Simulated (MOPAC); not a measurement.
MOPAC input (PM7):

```
PM7 1SCF GEO-OK AUX(PRECISION=9) THREADS=1
C2H2

C    -0.00000000 1   -0.00000000 1   -0.59839493 1
C     0.00000000 1    0.00000000 1    0.59839493 1
H     0.00000000 1    0.00000000 1    1.66106699 1
H    -0.00000000 1   -0.00000000 1   -1.66106699 1
```

Question: What heat of formation does the run end on, and which ionisation energy by Koopmans theorem?

Answer: 58.00 kcal/mol; 11.65 eV.
